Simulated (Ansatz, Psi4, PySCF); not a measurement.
Complex: CH5N (SMILES CN) (first 7 atoms) with H2O (SMILES O); geometry from S66by8 set.
(charge 0, multiplicity 1):
```xyz
10

N     -0.804    -0.692    -0.357
H     -0.900    -1.661    -0.081
H     -1.394    -0.579    -1.172
C     -1.288     0.176     0.723
H     -1.184     1.213     0.415
H     -2.326     0.002     1.014
H     -0.656     0.036     1.596
O      1.858     0.519    -0.253
H      1.041     0.022    -0.427
H      2.440     0.260    -0.969
```

Monomers are frozen at their geometry in the pair; levels with a basis set take the counterpoise correction. Rows marked so take none.

Frozen-core correlation. Rows in 6-311+G**, 6-31G* carry no dispersion term and start afresh at each structure (6-31G* with six Cartesian d functions).

Codes used: Ansatz (a first-principles code) with Gaussian orbitals; Psi4 for SAPT; PySCF for 6-311+G** rows, 6-31G* rows, the dispersion terms. Values without a source in brackets are computed.

```tsv
level	interaction energy (kcal/mol)
HF/aug-cc-pVDZ	-4.67
PBE/def2-TZVPPD	-7.12
revPBE-D3(BJ)/def2-TZVPPD	-7.03
revPBE-D4/def2-TZVPPD	-7.10
B3LYP/6-31G*	-7.06
B3LYP/6-31G* (no counterpoise)	-8.45
B3LYP/6-311+G** (no counterpoise)	-7.42
B3LYP-D3(BJ)/def2-TZVPPD	___
SAPT0/jun-cc-pV(D+d)Z	-7.23
```

Q: Complete the blanks.

A: 
- B3LYP-D3(BJ)/def2-TZVPPD, interaction energy (kcal/mol): -7.58
